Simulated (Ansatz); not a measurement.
## Isomers

Structures of AlH$_{4}$SO (charge +1), closed shell, relaxed at PBE0-D4/def2-TZVP (vibrations not checked; lower isomers may exist, and structures with a doubtful reference or unclear bonds are left out). Computed with Ansatz 0.2.0 (basis: def2-TZVPP); correlated methods freeze the cores. B3LYP uses VWN-RPA correlation.

Q: Rank them by CCSD(T) energy, lowest first, and give each one's height above the lowest. Links in brackets join atoms within 1.22 times the sum of their covalent radii (1.1 for two metals). (An estimate is asked for; the value comes from the calculation.)
A.
AlH₄SO ([OH]1[AlH2][SH]1), total charge +1
```
7
angstrom
Al -1.0499 -0.2372 -0.5013
O 0.2511 0.1150 0.9150
S 1.4535 -0.1624 -0.2619
H -1.3768 -1.7589 -0.4491
H -1.4799 1.1634 -1.0243
H 0.4718 -0.2661 1.7808
H 1.7303 1.1462 -0.4592
```
B.
AlH₄SO ([AlH2][O][SH2]), total charge +1
```
7
angstrom
Al 1.1958 -0.5628 1.0182
O -0.3168 0.0788 0.2589
S -0.7348 0.3475 -1.2040
H -1.9729 -0.2172 -1.2550
H -1.2663 1.5986 -1.1237
H 1.0205 -0.6086 2.5637
H 2.2471 -0.8896 -0.0924
```
C.
AlH₄SO ([OH2][AlH][SH]), total charge +1
```
7
angstrom
Al 0.3949 -0.0111 0.6272
O -1.2043 -0.4239 -0.2664
S 1.7128 0.7912 -0.8377
H -1.9838 -0.8075 0.1622
H -1.3815 -0.2886 -1.2093
H 0.1819 -0.4004 2.1163
H 2.6909 0.9718 0.0740
```

A: By the calculation: C (0.0 kJ/mol), B (254.4 kJ/mol), A (269.1 kJ/mol). Heights count from the lowest.

Q: Do PBE-D4, r2SCAN-D4, PBE0-D4, B3LYP-D4, wB97M-V, HF, MP2 give the same order? (A judgement: the text doesn't fix the answer.)

A: Computed: All do.

T1 diagnostic: at most 0.013.

For scale, one of the runs: CCSD(T)/def2-TZVPP, 171 basis functions, launched by `ansatz run in.yaml --threads 2 --pin off --events-out ev --progress --plain --max-ram 4352MiB`. The run took 16 s on 2 CPU threads of an Arm Neoverse V2 (shared host), with 1.3 GiB of host memory at its peak.
